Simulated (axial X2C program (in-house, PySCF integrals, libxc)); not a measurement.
**Low determinants of BH⁻ at the PBE0 level, with spin–orbit coupling**

Computed with an axial X2C code built on PySCF integrals. Two-component (2c) means X2C with spin–orbit coupling and atomic mean-field two-electron Coulomb and Gaunt terms. Basis: B dyall-av3z [8s7p3d2f], H dyall-av3z [7s3p2d] (cores contracted in-house); Gaussian nuclei, density fitting, unrestricted open shells. Masses: B 11.009 u, H 1.008 u.

Search at 1.260 Å (vertical energies from the lowest determinant):

```
ΔE (eV)    state  electrons beyond evenly filled partner blocks  electrons in ±ω = 1/2, 3/2, 5/2, 7/2
   0.00  Ω = 1/2                                        ω = 1/2                               7 0 0 0
   0.00  Ω = 3/2                                        ω = 3/2                               6 1 0 0
   1.53  Ω = 1/2                          2 × ω = -1/2, ω = 3/2                               6 1 0 0
   1.67  Ω = 5/2                           2 × ω = 1/2, ω = 3/2                               6 1 0 0
   1.67  Ω = 1/2                                        ω = 1/2                               5 2 0 0
   2.08  Ω = 7/2                           ω = 1/2, 2 × ω = 3/2                               5 2 0 0
   2.49  Ω = 3/2                                    3 × ω = 1/2                               7 0 0 0
```

Lowest determinant, Ω = 1/2 (⟨Sz⟩ = -0.50, ⟨Lz⟩ = 1.00 at PBE0): Re = 1.258 Å, ωe = 2147.5 cm⁻¹.

The determinant in row 2 of the search, Ω = 3/2 (⟨Sz⟩ = 0.50, ⟨Lz⟩ = 1.00 at PBE0), was followed along the bond at PBE0; measured from the minimum of the lowest determinant it gives:

Te = 0.001 eV (5 cm⁻¹), Re = 1.258 Å, ωe = 2147.6 cm⁻¹.

(1) Compare the bond of the determinant in row 2 with that of the lowest one.

The search compares states at one distance, so a state with another bond length can lie lower; it is not exhaustive and yields mostly the lowest determinant of each block pattern, so other components and higher states of one pattern are missing. These are energies of single determinants, not of spin-adapted states; PBE0 term energies can be off by some tenths of an eV, and the functional has no current term. For an anion, determinants above electron detachment are held by the basis set. Row 1 has a positive highest level at its minimum. Row 2 has a positive highest level at its minimum.

## Answers

(1) At PBE0 its Re is the same within 0.001 Å and its force constant, which goes as ωe², is 1.00 times that of the lowest determinant. T0 ≈ Te + Δωe/2 = 5 + (0) = 5 cm⁻¹.
